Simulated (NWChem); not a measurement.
## Correlation energy of hydrazine (H4N2)

```xyz
6

N      0.1745    -0.6794     0.0738
N     -0.1745     0.6794     0.0738
H     -0.6458    -1.2306     0.3138
H      0.5122    -1.0120    -0.8307
H      0.6458     1.2306     0.3138
H     -0.5122     1.0120    -0.8307
```
Charge 0, spin multiplicity 1.

The numbers come from NWChem runs, not from measurements. All single points use one geometry, from PBE0/def2-SVP, a minimum by its harmonic frequencies. It is one conformer; others weren't searched.

Basis set: STO-3G. Each correlation energy counts from its own Hartree-Fock reference.

The correlated methods keep 2 core orbitals frozen. Coupled-cluster values serve here as a point of comparison, not as the truth.

Question: For the correlation energy, MP2 gives -88.0 mHa and SCS-MP2 gives -98.6 mHa. What do CCSD, CCSD+T(CCSD), CCSD(T) give?

Answer: CCSD: -118.4 mHa; CCSD+T(CCSD): -119.1 mHa; CCSD(T): -119.0 mHa.
